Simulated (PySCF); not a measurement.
# C5H3N: the cost of one run

Programs: PySCF 2.14.0, with routines of our own; each step states its level. All values are computed. Atoms count from 0.

## 1. The system as given

9 atoms, charge 0, multiplicity 1; geometry from: GFN2-xTB.

## 2. Optimising the geometry at PBE0-D3(BJ)/def2-TZVP

The job: settings as JSON, then the geometry in Å.

```
{"job": {"xc": "PBE0", "basis": "def2-TZVP", "d3": "d3bj", "grid": 2, "kind": "geom"}, "charge": 0, "multiplicity": 1}
C     -2.328363     0.151713    -0.206464
C     -1.048519    -0.051898    -0.389952
C      0.174383    -0.262711    -0.577824
C      1.468652    -0.459021    -0.755872
C      2.430296     0.372991    -0.160624
N      3.227709     1.044845     0.319398
H     -3.071041    -0.484094    -0.661322
H     -2.682233     0.964131     0.407523
H      1.842679    -1.269962    -1.368913
```

Started as:

```console
$ OMP_NUM_THREADS=1 python excited_run.py task.json out
```

This one command runs all jobs of the session in turn.

Q: Estimate the wall time and peak memory of this first job on 1 thread of Intel Xeon 6975P-C, shared host.

About 41 s, with a peak of 0.82 GiB.
